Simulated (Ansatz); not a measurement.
For rock-salt LiF, PBE0 (PAW; Ansatz, an electronic-structure program) gives:

```
Property                          Value
-----------------------------  --------
lattice constant a              4.009 Å
bulk modulus                   73.9 GPa
band gap at the measured cell  12.17 eV
```

Q: What does Hartree–Fock in Ansatz (plane waves, PAW) give for the same quantities?

A: 
- lattice constant a: 3.994 Å (shrinks by 0.4 %)
- bulk modulus: 77.7 GPa (goes up by 5.1 %)
- band gap at the measured cell: 21.86 eV (increases by 9.69 eV)

For comparison: lattice constant a 3.972 Å (measured, static lattice: zero-point anharmonic expansion removed, our sources range from 3.964 to 3.974; as tabulated in Mejia-Rodriguez and Trickey (2018), arXiv:1807.09216); bulk modulus 76.3 GPa (measured, 0 K value with the zero-point phonon effect removed; as tabulated in Mejia-Rodriguez and Trickey (2018), arXiv:1807.09216); band gap 15.35 eV (measured, zero-point renormalisation of 1.15 eV added back here (the table's ZPR column); inputs from Chen et al. (2018), doi:10.1103/physrevmaterials.2.073803).

Changes are worked out from the printed values.

Unless a cell is named, each level is at its own relaxed cell (PBE0 8.05, Hartree–Fock 7.97 Å³/atom).

Density-functional gaps are differences of (generalised) Kohn–Sham levels.

Ansatz's density-functional and Hartree–Fock values are scalar-relativistic unless marked +SOC, with PAW data made under PBE.
